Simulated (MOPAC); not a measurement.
MOPAC input (PM7):

```
PM7 PRECISE GNORM=0.05 LET XYZ CHARGE=1 GEO-OK AUX(PRECISION=9) THREADS=1
C2H5O2

C    -0.90662125 1    0.03356361 1    0.01032845 1
O    -0.65976389 1   -1.22345915 1    0.01905495 1
O     0.01796517 1    0.87372362 1   -0.00828984 1
H    -1.92429970 1    0.42273406 1    0.01867193 1
C     1.44997031 1    0.46407951 1   -0.02130595 1
H     1.98517887 1    1.40495353 1   -0.03628633 1
H     1.64490934 1   -0.10607014 1    0.88265114 1
H     1.62376902 1   -0.12272839 1   -0.91889202 1
H    -1.45526222 1   -1.78686349 1    0.03359938 1
```

Q: What heat of formation does the run end on?

A: 100.68 kcal/mol.
